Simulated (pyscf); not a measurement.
Optimised with ωB97X-D3(BJ)/def2-SVP in PySCF.

Question: Estimate by transition-state theory (the high-pressure limit) the rate constant of H₂N–GaH₂ + H₂C=CH₂ → H₃C–CH₂–GaH–NH₂ (singlet surface; Ga–H broken, C–Ga, C–H formed) at 298 K, with ωB97M-D3(BJ)/def2-TZVP energies (ideal gas, 1 atm, RRHO with modes under 100 cm⁻¹ raised to 100, one conformer, R ln 2 for chiral ones without a mode under 150 cm⁻¹; no tunnelling).

Answer: The electronic barrier is 17.7 kcal/mol and the thermal terms add +11.8, so ΔG‡ = 29.5 kcal/mol. With k_BT/h = 6.21e+12 s⁻¹ and RT = 0.592 kcal/mol, and a volume of 4.06e-20 cm³ per molecule at 1 atm, k = 5.6e-29 cm³ molecule⁻¹ s⁻¹. The product is born with the 48 kcal/mol of the reverse barrier and needs collisions to keep. Wigner's tunnelling factor for 861i cm⁻¹ would be 1.72, likely too low at so high a frequency. A shift of 1 kcal/mol in the barrier changes k by a factor 5.4. On the reactant side the descent ends in a complex, 6.9 kcal/mol under the separated species and 21.6 kcal/mol under the saddle at ωB97X-D3(BJ)/def2-TZVP. At the saddle there is also a short C–Ga contact that neither side keeps. At ωB97X-D3(BJ) the barrier from the zero used here is 14.7 kcal/mol. H₃C–CH₂–GaH–NH₂ lies 10.4 kcal/mol over its isomer H₃C–Ga(CH₃)–NH₂ (electronic energy, ωB97M-D3(BJ)). This is the saddle that the search found; another between the same sides may lie lower. Elements up to Kr have no core potential and no relativistic terms here.
